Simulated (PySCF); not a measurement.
# Electric field gradients and quadrupole coupling constants

C5H7N.
Structure used (GFN2-xTB), in Å, numbered top down from 1:
```
atom  x, y, z in Å
C1     3.2325   -0.1941   -0.1983
C2     2.0437   -0.3299   -0.1817
C3     0.6036   -0.4497   -0.1643
C4    -0.0845    0.8890   -0.2964
N5    -1.3193    1.1076   -0.3131
C6    -2.2727    0.0397   -0.2068
H7     4.2761   -0.0921   -0.2116
H8     0.2861   -0.9222    0.7735
H9     0.2750   -1.1000   -0.9843
H10    0.5610    1.7552   -0.3897
H11   -2.3196   -0.5208   -1.1445
H12   -2.0373   -0.6670    0.5961
H13   -3.2491    0.4847   -0.0191
```

Field gradients from the PBE0/pcSseg-1 density (PySCF, non-relativistic), principal values in atomic units, ordered |Vxx| ≤ |Vyy| ≤ |Vzz|:

| atom | Vxx | Vyy | Vzz |
| --- | --- | --- | --- |
| N5 | 0.3887 | 0.7317 | -1.1204 |

Question: Find the asymmetry η = (Vxx − Vyy)/Vzz and the couplings χ = eQV/h (234.96 MHz × Q in barn × V in au), with Q(14N) = 0.02044 b.

Answer: 
```tsv
atom	environment	nucleus	η	χzz (MHz)	χxx (MHz)	χyy (MHz)
N5	imine nitrogen	14N	0.31	-5.38	1.87	3.51
```

The tensor is traceless: Vxx + Vyy + Vzz = 0.

Question: What is Vzz at N5 in SI units (1 au = 9.71736 × 10²¹ V/m²)?

Answer: -1.1204 au = -10.888 × 10²¹ V/m².

Question: And the gradient at the other heavy atoms, for which no coupling is worked out here?

Answer: 
| atom | environment | Vzz (au) | η |
| --- | --- | --- | --- |
| C1 | terminal alkyne carbon | -0.273 | 0.09 |
| C2 | alkyne carbon | -0.281 | 0.03 |
| C3 | propargylic carbon | 0.113 | 0.03 |
| C4 | imine carbon | 0.343 | 0.64 |
| C6 | N-methyl carbon | 0.199 | 0.28 |

Question: What couplings would deuterons (Q(2H) = 0.00286 b) have in place of the hydrogens, at this geometry?

Answer: 
```
atom  bonded to  bond length (Å)  Vzz (au)     η  χzz (kHz)
  H7         C1            1.049    0.3975  0.00        267
  H8         C3            1.097    0.2941  0.04        198
  H9         C3            1.097    0.2942  0.04        198
 H10         C4            1.084    0.3129  0.05        210
 H11         C6            1.093    0.3014  0.05        203
 H12         C6            1.095    0.2971  0.06        200
 H13         C6            1.089    0.3064  0.04        206
```

One conformer (not necessarily the lowest) at the GFN2-xTB geometry, without solvent, vibrations or thermal averaging. GFN2-xTB bond lengths can be off by several hundredths of an ångström, more for odd bonds, and the gradients follow them. A larger basis could move these couplings by a tenth or more.
